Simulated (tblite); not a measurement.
Isomers of C4H7PS. Calculated harmonic vibrations of the isolated species, GFN2-xTB (tblite), most abundant isotopes, no scaling. Against measured fundamentals such values can be off by several per cent, at times by over 20. Modes of hydrogen on phosphorus can be 10 to 20 % off. One conformer each.

Electronic energies: GFN2-xTB at the same geometries; isomer energies are rough at this level and their order can be wrong.

```json
{"SMILES": "C=C[PH](=S)C=C", "electronic energy, lowest = 0 (kJ/mol)": "14.7"}
{"SMILES": "C#CC[P@@H](C)=S", "electronic energy, lowest = 0 (kJ/mol)": "0.0"}
{"SMILES": "CCC1=C[P@@H]1=S", "electronic energy, lowest = 0 (kJ/mol)": "64.7"}
{"SMILES": "CC1=C(C)[PH]1=S", "electronic energy, lowest = 0 (kJ/mol)": "35.9"}
```

Problem. How do GFN2-xTB zero-point energies change the relative energies?

Solution. 
```
         SMILES  ZPE (kJ/mol)  of it from modes above 1550 cm⁻¹  electronic (kJ/mol)  with ZPE, lowest = 0 (kJ/mol)  lowest mode (cm⁻¹)  rings
C#CC[P@@H](C)=S         243.6                             135.8                  0.0                            0.0                  57      0
 C=C[PH](=S)C=C         245.9                             143.3                 14.7                           17.0                  43      0
CC1=C(C)[PH]1=S         249.9                             131.7                 35.9                           42.2                  96      1
CCC1=C[P@@H]1=S         251.5                             132.0                 64.7                           72.7                  49      1
```

The zero-point energies span 7.9 kJ/mol, from `C#CC[P@@H](C)=S` to `CCC1=C[P@@H]1=S`. The order is unchanged.

Problem. What do entropy and thermal enthalpy add at 298.15 K and 1 bar (rigid rotor, harmonic oscillator, one conformer each)?

Solution. 
| SMILES | point group | symmetry number | S (J/(mol K)) | H − H(0) (kJ/mol) | ZPE + H − H(0) − TS (kJ/mol) |
| --- | --- | --- | --- | --- | --- |
| C#CC[P@@H](C)=S | C1 | 1 | 377.9 | 24.70 | 155.6 |
| C=C[PH](=S)C=C | Cs | 1 | 382.8 | 24.27 | 156.0 |
| CC1=C(C)[PH]1=S | Cs | 1 | 378.7 | 24.52 | 161.5 |
| CCC1=C[P@@H]1=S | C1 | 1 | 369.1 | 23.06 | 164.5 |
